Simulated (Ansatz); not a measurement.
Geometry optimisation, Ansatz 0.2.0, RKS PBE/cc-pVDZ.

Input file:

```yaml
crystal:
  periodic: [false, false, false]
  atoms:
    - { symbol: C, position_ang: [-0.3983, 0.342, -0.1779] }
    - { symbol: Si, position_ang: [0.2782, -0.6354, 1.1618] }
    - { symbol: Cl, position_ang: [-1.1707, -1.92875, 1.75175] }
    - { symbol: H, position_ang: [0.3418, 1.1401, -0.5624] }
    - { symbol: H, position_ang: [-1.3315, 0.9189, 0.1402] }
    - { symbol: H, position_ang: [-0.7496, -0.2183, -1.0399] }
basis:
  gaussian: { orbitals: cc-pVDZ }
hamiltonian:
  xc: pbe
relax:
  f_tol: 0.015
  max_steps: 40
```

Launched with:

```bash
$ ansatz run input.yaml --threads 1 --pin off --max-ram 2048MiB --backend cpu --events-out ev --progress --plain --runs-dir out
```

Question: Where does it end, and by what steps?

Answer: It converged. After 7 steps the energy has fallen by 0.374 eV; Si2 moved furthest, 0.14 Å.

| step | energy less start (eV) | largest force component (eV/Å) | accepted |
| --- | --- | --- | --- |
| 0 | 0.0000 | 3.025 | yes |
| 1 | -0.3046 | 1.428 | yes |
| 2 | -0.3645 | 0.317 | yes |
| 3 | -0.3721 | 0.106 | yes |
| 4 | -0.3740 | 0.025 | yes |
| 5 | -0.3742 | 0.016 | yes |
| 6 | -0.3742 | 0.016 | yes |
| 7 | -0.3742 | 0.001 | yes |

```xyz
6
Properties=species:S:1:pos:R:3
C -0.410 0.388 -0.190
Si 0.403 -0.618 1.229
Cl -1.250 -1.916 1.665
H 0.293 1.139 -0.607
H -1.317 0.913 0.184
H -0.748 -0.287 -1.008
```

Whether the end is a true minimum wasn't checked by a vibrational analysis.

Run time: 15 s on 1 thread of Arm Neoverse V1 (shared host), peak memory 0.23 GiB.
